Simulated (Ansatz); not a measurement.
```yaml
crystal:
  periodic: [true, true, true]
  atoms:
    - {symbol: B, position_ang: [-0.670718, -0.126628, -0.276306]}
    - {symbol: C, position_ang: [0.617773, 0.294074, 0.208075]}
    - {symbol: N, position_ang: [0.354932, -0.980919, 0.239668]}
    - {symbol: H, position_ang: [-1.759455, -0.095879, -0.727952]}
    - {symbol: H, position_ang: [1.507367, 0.835651, 0.515115]}
basis:
  gaussian: {orbitals: aug-cc-pVTZ, final_grid: {core_spheres: 8, valence_spheres: 7, degree: 23}}
total_charge: -1
magnetization: {spin_polarized: true, initial_magnetization: 1}
hamiltonian: {xc: {name: revPBE}}
scf: {lower_state_search: light}
output: {forces: true}
```

```sh
$ ansatz run in.yaml --threads 2 --pin off --events-out ev --progress --plain --max-ram 4352MiB
```

(1) How does Ansatz answer? (Best estimate.)

Answers

(1) The calculation gave: The input was rejected before any iteration.
```
Error: YAML parse error: error: line 2 column 3: crystal: missing field `lattice` (a structure is typed as `lattice` and `atoms`, a molecule's as `atoms` in Å alone, or read from a run's directory, `checkpoint`)
 --> <input>:2:3
1 | crystal:
2 |   periodic: [true, true, true]
3 |   atoms:
4 |     - {symbol: B, position_ang: [-0.670718, -0.126628, -0.276306]}
```
